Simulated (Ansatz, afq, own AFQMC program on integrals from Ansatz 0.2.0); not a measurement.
## Atomization energy of BN, triplet, worked out

```csv
atom,x (Å),y (Å),z (Å)
B,0.0000,0.0000,0.0000
N,0.0000,0.0000,1.3155
```

Basis cc-pVDZ. Noble-gas cores (and the filled d shells of Ga–Kr and In–Xe) are frozen. Ansatz 0.2.0 and our own AFQMC program on the same integrals; the CISD trial comes from CCSD amplitudes, and released means the phaseless constraint is let go. Uncertainties: one standard error, sampling alone.

Total energies in eV. CBS is CCSD(T) at the limit of def2-TZVPP/QZVPP (extrapolated itself); the highest rung of each member is named.

Cautions: BN (triplet): lower spins were not checked, raised T1 diagnostic (T1 0.045, weight of the determinant 0.88, largest double 0.10), the released energies are still falling, so no released level is given (meV from the phaseless value at times in 1/Eh: -10 ± 5 at 0.24, -19 ± 5 at 0.51, -22 ± 3 at 0.99, -35 ± 4 at 1.62, -39 ± 5 at 2.40), though the last usable value meets full CI within the noise, its ph-AFQMC/CISD value lies 36 ± 4 meV above full CI.

| member | count | CCSD(T)/cc-pVDZ | highest rung in cc-pVDZ | which | CCSD(T)/CBS |
| --- | --- | --- | --- | --- | --- |
| B (doublet) | +1 | -669.1119 | -669.1218 | FCI | -669.4648 |
| N (quartet) | +1 | -1482.4355 | -1482.4402 | FCI | -1483.8573 |
| BN, triplet | -1 | -2155.2605 | -2155.3261 | FCI | -2157.8099 |

Work out the best estimate of the atomization energy: the CCSD(T)/CBS difference plus the step from CCSD(T) to the highest rung.

Sums with the counts: CCSD(T)/CBS 4.4878 eV, highest rung 3.7641 eV, CCSD(T)/cc-pVDZ 3.7131 eV. The step is 3.7641 − 3.7131 = 0.0510 eV, so the best estimate is 4.4878 + (0.0510) = 4.5388 eV. The basis set is worth 0.775 eV of it. Zero-point, core-correlation and spin–orbit terms aren't in it.

Best estimates are given only where the step beyond CCSD(T) is under 0.3 eV and no member's determinant is very poor (T1 over 0.05, or 0.07 for open shells, ⟨S²⟩ too high by 0.3, two states mixed), so the hardest cases are missing from such tables.

Each member of a difference takes its own highest rung, so a best estimate needn't equal the limit plus the step of one row.
